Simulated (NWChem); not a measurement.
# Electron attachment to Li2

SMILES: [Li][Li]
```xyz
2

Li     0.0000     0.0000     1.3936
Li     0.0000     0.0000    -1.3936
```
Charge 0, spin multiplicity 1.

All runs are NWChem calculations. All single points use one geometry, from PBE0/def2-SVP, a minimum by its harmonic frequencies.

Basis set: def2-TZVPD. −ε marks an orbital energy of the parent. The basis adds only a small set of diffuse functions.

B3LYP has NWChem's definition, with VWN1-RPA local correlation. The structure started from a generated list of species.

Task: For the vertical electron affinity, −ε(LUMO) of HF gives -0.15 eV and −ε(LUMO) of PBE gives 1.82 eV. What do −ε(LUMO) of B3LYP, −ε(LUMO) of TPSS, G0W0@PBE0 give?

Result: −ε(LUMO) of B3LYP: 1.47 eV; −ε(LUMO) of TPSS: 1.70 eV; G0W0@PBE0: 0.31 eV.
